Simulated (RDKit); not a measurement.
RDKit input (UFF):

```python
from rdkit import Chem
from rdkit.Chem import AllChem, rdDetermineBonds

mol = Chem.MolFromXYZFile('mol.xyz')
rdDetermineBonds.DetermineBonds(mol, charge=0)
print('SMILES', Chem.MolToSmiles(Chem.RemoveHs(mol)))
ff = AllChem.UFFGetMoleculeForceField(mol)
e0 = ff.CalcEnergy()
flag = ff.Minimize(maxIts=5000, forceTol=1e-5)
print(f'energy {e0:.4f} -> {ff.CalcEnergy():.4f} kcal/mol, converged: {flag == 0}')
print(Chem.MolToXYZBlock(mol))
```
mol.xyz:
```
9

C      0.00214948     0.86797098     0.00149051
C      0.75058129    -0.43583539    -0.00746307
C     -0.75273077    -0.43213559     0.00597256
H      0.01171755     1.45362880     0.91078734
H     -0.00451006     1.45678848    -0.90578946
H      1.25028356    -0.72912596    -0.92080071
H      1.26651116    -0.73228564     0.89577609
H     -1.25388730    -0.72608269     0.91830178
H     -1.27011491    -0.72292301    -0.89827503
```

Task: Which steric energies does it print, before and after the minimisation?

Result: 273.67 and 267.24 kcal/mol. They count from the force field's own zero for this bonding and are no heats of formation.
